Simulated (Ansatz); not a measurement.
Born–Oppenheimer molecular dynamics of ClH7Si2 (10 atoms, charge 0, multiplicity 1). It starts at the highest image of a converged band. Of that band: Neighbouring images differ by up to 2.1 eV, so the band resolves the path poorly. A vibrational analysis at the climbing image gives one clearly imaginary mode, 846i cm⁻¹: a first-order saddle point.

These are results of RKS PBE0/6-31G* in Ansatz 0.2.0, not measurements.

- ensemble: NVE (velocity Verlet)
- time step: 0.5 fs
- steps asked: 200
- starting velocities drawn for: 300 K
- seed: 9622

First frame:

```xyz
10
Properties=species:S:1:pos:R:3
Si -0.210 -0.044 -0.005
Cl 0.459 -0.872 2.402
H 0.751 1.044 0.254
H -1.090 0.468 -1.120
H 0.201 -1.395 -0.432
Si -2.562 0.207 1.006
H -3.231 -0.672 0.018
H -3.014 -0.084 2.389
H -2.688 1.648 0.685
H -0.983 -0.299 1.497
```

(1) How far do the bonds stretch over the last three quarters of this one trajectory? (Pairs bonded in most of those frames.)

Answers

(1) 
| bond | mean (Å) | spread (Å) | shortest | longest |
| --- | --- | --- | --- | --- |
| Si1–H3 | 1.492 | 0.013 | 1.47 | 1.52 |
| Si1–H4 | 1.501 | 0.024 | 1.46 | 1.55 |
| Si1–H5 | 1.490 | 0.033 | 1.44 | 1.55 |
| Si1–Si6 | 2.385 | 0.124 | 2.23 | 2.60 |
| Cl2–H10 | 1.331 | 0.062 | 1.27 | 1.55 |
| Si6–H7 | 1.491 | 0.004 | 1.48 | 1.50 |
| Si6–H8 | 1.493 | 0.015 | 1.47 | 1.52 |
| Si6–H9 | 1.492 | 0.024 | 1.45 | 1.53 |

Mean temperature of the second half: 1677 K. The conserved energy stayed within 0.09 meV per atom of its start (net change 0.056 meV per atom), so the integration is sound. The kinetic energy rose, since the run started high on the potential surface and went downhill. It ends in pieces (ClH + H6Si2), so much of that is their flight and rotation, not heat. A run of 0.1 ps of so small a system gives no equilibrium averages. The orbitals stay closed-shell, which can raise the energy where a bond breaks towards radicals; this wasn't checked here.

Run time: 11 min on 1 thread of Arm Neoverse V1, on a shared host, peak memory 0.14 GiB.
